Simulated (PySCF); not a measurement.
F2H2O: fluorine and water

A complex built from fluorine and water; neutral, singlet.

Parts: 1 = fluorine (FF), atoms 1–2; 2 = water (O), atoms 3–5.

| atom | part | x (Å) | y (Å) | z (Å) |
| --- | --- | --- | --- | --- |
| F1 | 1 | 0.7808 | 0.0770 | -0.0049 |
| F2 | 1 | -0.5168 | -0.3753 | 0.0661 |
| O3 | 2 | -2.8204 | 2.5973 | -0.4542 |
| H4 | 2 | -3.0594 | 2.8354 | 0.4449 |
| H5 | 2 | -2.1740 | 1.8931 | -0.3600 |

In these coordinates F2···H5 is 2.841 Å. Part 2 is then moved rigidly along that line, all else held; at short range other atoms may come into contact.

The starting structure comes from a short search with a few starts; no frequency run checks that it is a minimum, and another way of binding may lie lower.

Computed with PySCF: CCSD(T)/aug-cc-pVDZ and MP2/aug-cc-pVTZ, aug-cc-pVQZ counterpoise interaction energy, frozen core, gas phase. Geometry: PBE0-D3(BJ)/def2-TZVPD.

Counterpoise energies in kJ/mol, cluster less the parts frozen as they stand in it; small is aug-cc-pVDZ, large aug-cc-pVQZ. Estimated limit: HF in aug-cc-pVQZ, MP2 correlation extrapolated as X⁻³ from aug-cc-pVTZ and aug-cc-pVQZ, and CCSD(T) less MP2 in aug-cc-pVDZ; it isn't the exact limit.

Results

| F2···H5 (Å) | HF large | MP2 large | SCS-MP2 large | CCSD(T) small | CCSD(T) limit est. |
| --- | --- | --- | --- | --- | --- |
| 2.557 | -0.1 | -1.9 | -1.5 | -1.9 | -2.0 |
| 2.699 | -0.2 | -1.7 | -1.3 | -1.7 | -1.8 |
| 2.841 | -0.3 | -1.4 | -1.2 | -1.5 | -1.5 |
| 2.983 | -0.3 | -1.2 | -1.0 | -1.2 | -1.3 |
| 3.125 | -0.3 | -1.0 | -0.9 | -1.0 | -1.1 |
| 3.551 | -0.2 | -0.6 | -0.5 | -0.6 | -0.6 |
| 4.261 | -0.1 | -0.3 | -0.2 | -0.3 | -0.3 |
| 5.682 | 0.0 | -0.1 | -0.1 | -0.1 | -0.1 |

The 8 runs took 8.2 min in all, one thread each of Arm Neoverse V2 on a shared host, launched as `OMP_NUM_THREADS=1 python cluster_run.py task.json out`.
